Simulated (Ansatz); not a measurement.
```yaml
crystal:
  periodic: [false, false, false]
  atoms:
    - {symbol: Si, position_ang: [0.000000, 0.000000, -2.241172]}
    - {symbol: Ga, position_ang: [0.000000, 0.000000, 0.198610]}
    - {symbol: H, position_ang: [0.000000, 0.000000, 2.042561]}
basis:
  gaussian: {orbitals: def2-TZVP}
hamiltonian: {xc: pbe0}
relax: {f_tol: 0.004, max_steps: 80}
```

```sh
$ ansatz run in.yaml --threads 1 --pin off --events-out ev --progress --plain --max-ram 2176MiB
```

Steps of the relaxation (energy above the last step; positions in Å, forces in eV/Å):

```
3
step 1, 407.8 meV
Si    0.000    0.000   -2.241    0.000    0.000    0.954
Ga    0.000    0.000    0.199    0.000    0.000    1.098
H     0.000    0.000    2.043    0.000    0.000   -2.051
```

```
3
step 2, 28.5 meV
Si    0.000    0.000   -2.117    0.000    0.000    0.718
Ga    0.000    0.000    0.269    0.000    0.000   -0.669
H     0.000    0.000    1.848    0.000    0.000   -0.050
```

```
3
step 3, 2.4 meV
Si    0.000    0.000   -2.050    0.000    0.000   -0.237
Ga    0.000    0.000    0.240    0.000    0.000    0.229
H     0.000    0.000    1.810    0.000    0.000    0.008
```

```
3
step 4, 0.0 meV
Si    0.000    0.000   -2.064    0.000    0.000   -0.004
Ga    0.000    0.000    0.246    0.000    0.000    0.004
H     0.000    0.000    1.818    0.000    0.000    0.000
```

```
3
step 5, 0.0 meV
Si    0.000    0.000   -2.065    0.000    0.000    0.000
Ga    0.000    0.000    0.247    0.000    0.000    0.000
H     0.000    0.000    1.818    0.000    0.000    0.000
```

Close pairs at the end: Ga2–H3 1.572 Å, Si1–Ga2 2.311 Å.

A stationary point of restricted PBE0 after 5 steps (its stability towards spin polarisation wasn't tested); no frequencies were run, so it isn't proven a minimum. 11 s on 1 thread of Arm Neoverse V2, shared host.
